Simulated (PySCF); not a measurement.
An unknown is described by computed data only.

Formula: CH4Si.

* Polarisability: 45.9 au [CAM-B3LYP/def2-SVPD]
* UV, first state: lowest singlet excitation: 5.17 eV (240 nm, f = 0.251) [TDDFT CAM-B3LYP/def2-SVPD]
* 13C NMR: chemical shifts (computed TMS as zero) by class: 122.7 (1 C) ppm [GIAO PBE0/pcSseg-1]
* Rotational structure: rotational constants A, B, C: 103.602, 14.735, 12.900 GHz [PBE0-D3(BJ)/def2-SVP]
* 1H NMR: chemical shifts (computed TMS as zero) by class: 5.96 (2 H), 5.17 (2 H) ppm [GIAO PBE0/pcSseg-1]
* NMR, other nuclei: isotropic shieldings of nuclei other than C and H, by class: 274 (1 Si) ppm [GIAO PBE0/pcSseg-1]
* Dipole: 0.90 D [CAM-B3LYP/def2-SVPD]
* Valence photoelectron: vertical ionisation energy: 8.76 eV [ΔSCF CAM-B3LYP/def2-SVPD]

Gas-phase values; electronic properties from PySCF, density fitting. Levels stand in brackets. Geometry: PBE0-D3(BJ)/def2-SVP; no solvent, vibrations or thermal averaging. Each NMR value is the plain mean over a class of atoms that symmetry, rotation or inversion makes alike.

Q: Propose a structure and show how it fits.

A: Its formula, CH4Si, gives 1 degree of unsaturation: 0 rings and 1 π bond in the structure found. The one carbon: carbon bonded to Si and 2 H (122.7 ppm). Hydrogen classes from least to most shielded: 2 H on a carbon bonded to Si and 2 H (5.96 ppm), 2 H on a silicon bonded to C and 2 H (5.17 ppm). The other shieldings belong to: 274 ppm, silicon bonded to C and 2 H. The first electron is taken from the HOMO, whose largest Löwdin shares are 0.49 on the carbon bonded to Si and 2 H, 0.34 on the silicon bonded to C and 2 H and 0.06 on each of 2 atoms of one kind (hydrogen on carbon). The optimised geometry has point group C2v and is an asymmetric top. Structure: methylenesilane, `C=[SiH2]`.
